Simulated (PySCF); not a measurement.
## EPR parameters of C3H6Cl

C₃H₆Cl (doublet state).
Z-matrix (Å and degrees, GFN2-xTB geometry), rows numbered from 1:
```
C 
C   1  1.4726
C   2  1.5262  1  111.46
Cl  3  1.7848  2  110.76  1  -178.51
H   1  1.0720  2  120.38  3    35.70
H   1  1.0709  2  120.66  3  -148.38
H   2  1.0929  1  110.42  3   122.56
H   2  1.1025  1  110.60  3  -119.85
H   3  1.0896  2  111.20  1   -59.75
H   3  1.0896  2  111.06  1    62.84
```

The hyperfine couplings belong to this conformer and change with its torsions.

The species is `[CH2]CCCl` [radical].

Method: PySCF 2.14.0, UKS B3LYP, pcH-1 on C Cl H, non-relativistic, mean-field spin-orbit, GIAO. One conformer (not necessarily the lowest) at the GFN2-xTB geometry, without solvent, vibrations or thermal averaging. A GFN2-xTB geometry isn't a minimum of the functional, and hyperfine couplings can be far from their values at a DFT geometry. The SCF solution wasn't tested for stability.

- g1, g2, g3: 2.00223, 2.00282, 2.00311
- g_iso: 2.00272
- Form of g: rhombic: the two nearest values differ by 33 % of g3 − g1
- ⟨S²⟩: 0.7536 (exact 0.7500)
- α and β electrons: 21, 20
- HOMO–LUMO gap, α and β orbitals: 6.69, 6.13 eV
- Total energy: -578.08599 Eh

Hyperfine couplings atom by atom, in G; T1 to T3 are the principal values of the dipolar part; ρ(0) is the spin density at the nucleus (MHz turned into gauss with g_iso; 10 G = 1 mT):

| atom | isotope | a_iso | of which spin–orbit | T1 | T2 | T3 | Mulliken spin population | ρ(0) (bohr⁻³) |
| --- | --- | --- | --- | --- | --- | --- | --- | --- |
| C1 | 13C | 31.6 | 0.0 | -29.1 | -28.9 | 58.0 | 1.08 | 0.0790 |
| C2 | 13C | -12.0 | 0.0 | -0.9 | 0.2 | 0.7 | -0.09 | -0.0299 |
| C3 | 13C | 14.6 | 0.0 | -0.8 | -0.6 | 1.4 | 0.02 | 0.0364 |
| Cl4 | 35Cl | -0.1 | 0.0 | -0.5 | -0.4 | 1.0 | 0.01 | -0.0006 |
| H5 | 1H | -22.4 | 0.0 | -14.1 | 0.0 | 14.1 | -0.04 | -0.0140 |
| H6 | 1H | -23.0 | 0.0 | -14.1 | -0.1 | 14.2 | -0.05 | -0.0144 |
| H7 | 1H | 11.6 | 0.0 | -1.8 | -1.6 | 3.3 | 0.01 | 0.0073 |
| H8 | 1H | 56.8 | 0.0 | -2.2 | -1.0 | 3.2 | 0.06 | 0.0356 |
| H9 | 1H | -0.7 | 0.0 | -1.1 | -1.0 | 2.1 | 0.00 | -0.0005 |
| H10 | 1H | -0.9 | 0.0 | -1.6 | -0.8 | 2.4 | 0.00 | -0.0006 |

The largest Mulliken spin populations are on C1 (+1.08), C2 (-0.09) and H8 (+0.06). No atom but C1 exceeds +0.15. The positive populations add up to 1.18 and the negative ones to -0.18, together 2S = 1. The angles at C1 add up to 359.9°, so it is planar; its axial dipolar tensor and the negative couplings of its protons fit spin in a p orbital normal to that plane.

Axes: g2 points within 15° of the C1–C2 bond.

Under fast tumbling the dipolar parts average out, and these isotropic splittings remain: 2 × 1H (H7/H8, I = 1/2, 3 lines) with 3.42 mT, 2 × 1H (H5/H6, I = 1/2, 3 lines) with 2.27 mT and 2 × 1H (H9/H10, I = 1/2, 3 lines) with 0.08 mT.

Class means assume fast exchange of nuclei equivalent by connectivity; if that motion is slow, each nucleus keeps its own coupling. The 1H value of +95.8 MHz is a mean of couplings from 32.4 to 159.1 MHz in this one geometry, not an average over conformers.

The 13C coupling of C1 (88.7 MHz) shows only in satellite lines or after enrichment, since that isotope makes up about 1.07 % of natural carbon.

On an Arm Neoverse V1 with one thread, no GPU, on a shared host, this took 21 s wall (with the writing of density and orbital grids) and 0.59 GiB of memory at its peak.
